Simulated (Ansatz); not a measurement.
# BOF (fluoro(oxo)borane) at 6 levels

We compute a comparison of 6 runs (UPBE0/STO-3G, r2SCAN0/STO-3G, wB97M-V/STO-3G, UMP2/STO-3G, CCSDT/STO-3G, FCI/STO-3G) of BOF (fluoro(oxo)borane). 

The calculation is run with Ansatz 0.2.0.

53 further runs of the same task are left out: 4 that didn't finish, 49 set aside as unsound or not needed.

## Step 1: Starting point

BOF: 3 atoms, total charge 0, spin state singlet. SMILES: `O=BF`. The B2–O1 distance was set to 2.412 Å, away from the relaxed value. At this shape a bond of the SMILES string is far longer than usual.

Bond lengths: B2–F3 1.282 Å. A long bond or contact: O1–B2 2.412 Å.

## Step 2: The energy at UPBE0/STO-3G (run 1)

File in.yaml:

```yaml
crystal:
  periodic: [false, false, false]
  atoms:
    - {symbol: O, position_ang: [1.945866, -1.118580, 0.949883]}
    - {symbol: B, position_ang: [0.020300, -0.011600, 0.009900]}
    - {symbol: F, position_ang: [-1.003400, 0.576800, -0.489800]}
basis:
  gaussian:
    orbitals: STO-3G
magnetization:
  spin_polarized: true
  initial_magnetization: 0
hamiltonian:
  xc: {name: PBE0}
accuracy: high
```

Started as:

```
$ ansatz run in.yaml --threads 1 --pin off --max-ram 2610MiB --events-out events.jsonl --progress --plain --runs-dir runs
```

What it wrote:

```text
Warning: RAYON_NUM_THREADS=1 ignored (pool sized by the plan → 1); use --threads N
Functional definition: PBE0
  name "PBE0"
  parameter a = 0.25
  parameter kappa = 0.804
  parameter beta = 0.06672455060314922
  exchange = (1 - a)*pbe_x(kappa = kappa, mu = beta*pi^2/3) + a*exact_x
  correlation = pbe_c(beta = beta)
232 factors; integrals over basis functions are off by at most 3.1e-8 eV
mean field evaluation 1: about -5337.8903 eV, gradient 3.5e1 eV
mean field evaluation 2: about -5146.4131 eV, gradient 5.1e1 eV
mean field evaluation 4: about -5154.8370 eV, gradient 5.5e1 eV
mean field evaluation 8: about -5351.0179 eV, gradient 3.5e-1 eV
mean field evaluation 16: about -5352.6056 eV, gradient 3.4e-2 eV
mean field evaluation 32: about -5352.6027 eV, gradient 3.8e-5 eV
mean field evaluation 64: about -5351.0161 eV, gradient 7.9e-4 eV
mean field evaluation 96: about -5352.5087 eV, gradient 5.7e-1 eV
mean field -5352.60274729 eV, -196.7045228386 hartree, gradient 4.5e-10 eV, S^2 0.977787; 9 other end points of the search recorded, 0 dependent functions left out
reference -5352.60274822 eV, -196.7045228725 hartree; 11, 11 occupied and 4, 4 virtual orbitals, 232 factors
Total energy: -5352.60274822 eV, -196.7045228725 hartree
```

It took 16 s on 1 thread of Intel Xeon Platinum 8488C (Sapphire Rapids), shared host; peak memory 0.13 GiB.

## Step 3: A single-point energy at r2SCAN0/STO-3G (run 2)

File job.yaml:

```yaml
crystal:
  periodic: [false, false, false]
  atoms:
    - {symbol: O, position_ang: [1.945866, -1.118580, 0.949883]}
    - {symbol: B, position_ang: [0.020300, -0.011600, 0.009900]}
    - {symbol: F, position_ang: [-1.003400, 0.576800, -0.489800]}
basis:
  gaussian: {orbitals: STO-3G}
accuracy: high
hamiltonian: {xc: {name: r2SCAN0}}
```

Started as:

```
$ ansatz run job.yaml --threads 1 --pin off --max-ram 2610MiB --events-out events.jsonl --progress --plain --runs-dir runs
```

What it wrote:

```text
Warning: RAYON_NUM_THREADS=1 ignored (pool sized by the plan → 1); use --threads N
Functional definition: r2SCAN0
  name "r2SCAN0"
[... 1 set-up line as earlier in the session ...]
  parameter k0 = 0.174
  parameter k1 = 0.065
  parameter a1 = 4.9479
  exchange = (1 - a)*r2scan_x(k0 = k0, k1 = k1, a1 = a1) + a*exact_x
  correlation = r2scan_c
232 factors; integrals over basis functions are off by at most 3.1e-8 eV
mean field evaluation 1: about -5339.7858 eV, gradient 5.0e1 eV
mean field evaluation 2: about -5150.1236 eV, gradient 6.9e1 eV
mean field evaluation 4: about -5156.8117 eV, gradient 7.4e1 eV
mean field evaluation 8: about -5353.8182 eV, gradient 1.8e-1 eV
mean field evaluation 16: about -5353.8186 eV, gradient 1.3e-8 eV
mean field -5353.81864940 eV, -196.7492064167 hartree, gradient 1.3e-8 eV, S^2 0.000000; 2 other end points of the search recorded, 0 dependent functions left out
reference -5353.81864957 eV, -196.7492064232 hartree; 11, 11 occupied and 4, 4 virtual orbitals, 232 factors
Total energy: -5353.81864957 eV, -196.7492064232 hartree
```

Wall time 1.1 s (1 thread of Intel Xeon Platinum 8488C (Sapphire Rapids), shared host); peak memory 0.13 GiB.

## Step 4: The energy at wB97M-V/STO-3G (run 3)

File input.yaml:

```yaml
crystal:
  periodic: [false, false, false]
  atoms:
    - {symbol: O, position_ang: [1.945866, -1.118580, 0.949883]}
    - {symbol: B, position_ang: [0.020300, -0.011600, 0.009900]}
    - {symbol: F, position_ang: [-1.003400, 0.576800, -0.489800]}
basis:
  gaussian: {orbitals: STO-3G}
hamiltonian: {xc: {name: wB97M-V}}
accuracy: high
```

Started as:

```
$ ansatz run input.yaml --threads 1 --pin off --max-ram 2610MiB --events-out events.jsonl --progress --plain --runs-dir runs
```

What it wrote (excerpt; [...] marks lines left out):

```text
Warning: RAYON_NUM_THREADS=1 ignored (pool sized by the plan → 1); use --threads N
Functional definition: wB97M-V
  name "wB97M-V"
[...]
  gx(w, u) = 1 - cx + cx01*u + cx10*w
  gss(w, u) = css00 + css04*u^4 + css10*w + css20*w^2 + css43*w^4*u^3
  gos(w, u) = cos00 + cos10*w + (cos20 + cos21*u)*w^2 + (cos60 + cos61*u)*w^6
[...]
      + integral(e_c_pw_mod_opposite_spin*gos(b97_w_opposite, b97_u_opposite)) + vv10(b, c)
232 factors; integrals over basis functions are off by at most 3.1e-8 eV
126 factors; integrals over basis functions are off by at most 4.8e-10 eV
[...]
mean field -5356.52811223 eV, -196.8487773393 hartree, gradient 3.8e-8 eV, S^2 0.000000; 4 other end points of the search recorded, 0 dependent functions left out
reference -5356.52811374 eV, -196.8487773949 hartree; 11, 11 occupied and 4, 4 virtual orbitals, 232 factors
Total energy: -5356.52811374 eV, -196.8487773949 hartree
```

It took 5.1 s on 1 thread of Intel Xeon Platinum 8488C (Sapphire Rapids), shared host; peak memory 0.22 GiB.

Runs 4 to 5 aren't shown in full; the table further down has their settings and results.

## Step 5: A single-point energy at FCI/STO-3G (run 6)

File job.yaml:

```yaml
basis:
  gaussian:
    orbitals: STO-3G
crystal:
  periodic: [false, false, false]
  atoms:
    - {symbol: O, position_ang: [1.945866, -1.118580, 0.949883]}
    - {symbol: B, position_ang: [0.020300, -0.011600, 0.009900]}
    - {symbol: F, position_ang: [-1.003400, 0.576800, -0.489800]}
accuracy: high
correlation:
  method: fci
  frozen_orbitals: {B: 1, F: 1, O: 1}
```

Started as:

```
$ ansatz run job.yaml --threads 1 --pin off --max-ram 2610MiB --events-out events.jsonl --progress --plain --runs-dir runs
```

What it wrote (excerpt; [...] marks lines left out):

```text
Warning: RAYON_NUM_THREADS=1 ignored (pool sized by the plan → 1); use --threads N
Functional definition: HF
  name "HF"
[...]
232 factors; integrals over basis functions are off by at most 3.1e-8 eV
[...]
mean field -5334.37115801 eV, -196.0345242901 hartree, gradient 2.2e-8 eV, S^2 0.000000; 6 other end points of the search recorded, 0 dependent functions left out; unrestricted orbitals would lower it
[...]
unrestricted determinant -5336.31892402 eV, -196.1061033710 hartree, S^2 1.0598
3 core orbitals not correlated: weight in the atoms' cores, before any rotation towards them, 1.000 or more for the frozen orbitals, at most 0.000 for the correlated occupied ones
reference -5334.37115801 eV, -196.0345242901 hartree; 8, 8 occupied and 4, 4 virtual orbitals, 232 factors
state -5337.80319965 eV, -196.1606494943 hartree
Total energy: -5337.80319965 eV, -196.1606494943 hartree
```

Wall time 1.6 s (1 thread of Intel Xeon Platinum 8488C (Sapphire Rapids), shared host).

## Step 6: The series

| run | level | frozen core orbitals | energy (Eh) | wall time |
| --- | --- | --- | --- | --- |
| 1 | UPBE0/STO-3G | – | -196.704523 | 16 s |
| 2 | r2SCAN0/STO-3G | – | -196.749206 | 1.1 s |
| 3 | wB97M-V/STO-3G | – | -196.848777 | 5.1 s |
| 4 | UMP2/STO-3G | 3 | -196.168500 | 1.7 s |
| 5 | CCSDT/STO-3G | 3 | -196.161315 | 0.4 s |
| 6 | FCI/STO-3G | 3 | -196.160649 | 1.6 s |

## Step 7: Results

```
                                          quantity          value
                               run 6: total energy  -196.16065 Eh
run 6: correlation energy (3 core orbitals frozen)     -126.1 mEh
```

Against full CI in this basis: UMP2 -7.9 mEh; CCSDT -0.7 mEh. Totals of different functionals can't be ranked against each other. In run 5 the log says that unrestricted orbitals would lower the reference, so the values rest on an unstable closed-shell determinant (other closed-shell runs at this shape may share the fault). In runs 1, 2, 3, 4, 5, 6 the basis is minimal, so the values are rough. Spin contamination of the reference: run 4 ⟨S²⟩ = 1.06, run 1 ⟨S²⟩ = 0.98. Where it is this large, the reference is a mixture of spin states, and values that rest on it are in doubt. All runs together took 26 s, the longest 16 s.
